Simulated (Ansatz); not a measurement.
Energy needed to pull apart B2H3F (SMILES BBF), closed shell, into free ground-state atoms, from the structure below (displaced at random from a GFN2-xTB minimum); no zero-point or spin–orbit terms; open-shell atoms are treated unrestricted, in their ground-state multiplicity.

```
6
angstrom
B -0.4308 0.2122 -0.7067
B 0.4163 -0.2153 0.6450
F 1.3325 0.5521 1.2457
H -0.0776 -0.0312 -1.7832
H -1.4646 0.7353 -0.6282
H 0.2875 -1.2552 1.1567
```

Computed with Ansatz 0.2.0 (basis: def2-TZVPP); correlated methods freeze the cores.

```tsv
method	atomization energy (eV)
PBE-D4	22.32
BLYP-D4	?
r2SCAN-D4	22.21
PBE0-D4	22.04
LC-wPBE	22.09
wB97M-V	22.13
HF	17.56
MP2	?
CCSD	21.21
CCSD(T)	21.41
```

Question: What does BLYP-D4 give? (Judge from chemistry; the value comes from the calculation.)

Answer: Computed: 22.08 eV, which is about 0.67 eV more than CCSD(T)/def2-TZVPP.

Question: What does MP2 give? (Judge from chemistry; the value comes from the calculation.)

Answer: The calculation gives: 21.90 eV, which is about 0.49 eV more than CCSD(T)/def2-TZVPP.

In triple zeta the MP2 and coupled-cluster atomization energies are still short of their basis limit by a few kcal/mol a bond, whereas those of the functionals are nearly converged, so these differences are not deviations from converged CCSD(T).

No T1 diagnostic of these runs exceeds 0.013.

For scale, one of the runs: CCSD(T)/def2-TZVPP forces, 135 basis functions (an equivalent command: `ansatz run in.yaml --threads 4`). Time: 21 s of wall clock on 4 CPU threads; the host was shared. Peak host memory: 1.3 GiB.
